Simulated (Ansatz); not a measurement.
# C12H4N4 (TCNQ): the cost of one run

Computed with Ansatz 0.2.0, Gaussian basis. Level: the settings change from run to run.

4 further runs of the same task are left out: 4 that didn't finish. Runs told in other sessions of the task aren't counted.

## (1) The geometry

The geometry comes from an earlier relaxation with PBE-D4/def2-SVP; it is a stationary point, not always the lowest conformer.

SMILES `N#CC(C#N)=c1ccc(=C(C#N)C#N)cc1`, 20 atoms, charge 0, spin multiplicity 1.

Atoms are counted from 1 here; the program's logs count them from 0.

Bond lengths: N1–C2 1.176 Å, C2–C3 1.427 Å, C3–C4 1.427 Å, C3–C6 1.409 Å, C4–N5 1.176 Å, C6–C7 1.445 Å, C6–C16 1.445 Å, C7–C8 1.370 Å, C7–H17 1.100 Å, C8–C9 1.445 Å, C8–H18 1.100 Å, C9–C10 1.409 Å, C9–C15 1.445 Å, C10–C11 1.427 Å, C10–C13 1.427 Å, C11–N12 1.176 Å, C13–N14 1.176 Å, C15–C16 1.370 Å and more. Angles: N1–C2–C3 179.4°, C2–C3–C4 116.9°, C2–C3–C6 121.5°, C4–C3–C6 121.5°, C3–C4–N5 179.4°, C3–C6–C7 120.9°, C3–C6–C16 120.9°, C7–C6–C16 118.3°, C6–C7–C8 120.9°, C6–C7–H17 118.8°, C8–C7–H17 120.4°, C7–C8–C9 120.9°, C7–C8–H18 120.4°, C9–C8–H18 118.8°, C8–C9–C10 120.9°, C8–C9–C15 118.3°, C10–C9–C15 120.9°, C9–C10–C11 121.5° and more.

## (2) B3LYP/def2-SVP

This run has multiplicity 3, D3(BJ) dispersion, high accuracy, the search for lower states set to off.

in.yaml

```yaml
crystal:
  periodic: [false, false, false]
  atoms:
    - {symbol: N, position_ang: [4.279427, -1.768766, -1.014467]}
    - {symbol: C, position_ang: [3.630394, -0.906962, -0.546329]}
    - {symbol: C, position_ang: [2.831405, 0.131527, 0.018088]}
    - {symbol: C, position_ang: [3.523415, 1.239352, 0.591894]}
    - {symbol: N, position_ang: [4.083701, 2.157461, 1.067557]}
    - {symbol: C, position_ang: [1.424348, 0.065944, 0.009498]}
    - {symbol: C, position_ang: [0.738609, -1.063011, -0.575689]}
    - {symbol: C, position_ang: [-0.629492, -1.126552, -0.584485]}
    - {symbol: C, position_ang: [-1.424369, -0.066408, -0.008737]}
    - {symbol: C, position_ang: [-2.831446, -0.131436, -0.018295]}
    - {symbol: C, position_ang: [-3.630322, 0.907460, 0.545537]}
    - {symbol: N, position_ang: [-4.279133, 1.769747, 1.013092]}
    - {symbol: C, position_ang: [-3.523496, -1.238818, -0.592902]}
    - {symbol: N, position_ang: [-4.083809, -2.156424, -1.069507]}
    - {symbol: C, position_ang: [-0.738625, 1.062367, 0.576785]}
    - {symbol: C, position_ang: [0.629472, 1.125911, 0.585577]}
    - {symbol: H, position_ang: [1.336213, -1.874985, -1.016587]}
    - {symbol: H, position_ang: [-1.143554, -1.990198, -1.032448]}
    - {symbol: H, position_ang: [-1.336239, 1.874278, 1.017789]}
    - {symbol: H, position_ang: [1.143521, 1.989514, 1.033638]}
basis:
  gaussian: {orbitals: def2-SVP}
magnetization: {spin_polarized: true, initial_magnetization: 2}
hamiltonian: {xc: {name: B3LYP}, dispersion: d3bj}
accuracy: high
scf: {lower_state_search: off}
output: {forces: true}
```

The run is started by

```
$ ansatz run in.yaml --threads 4 --pin off --events-out ev --progress --plain --max-ram 6963MiB
```

**Question.** How long does this run take on 4 threads of Arm Neoverse V2, shared host, and how much memory does it need?

About 37 s, with a peak of 2.1 GiB.
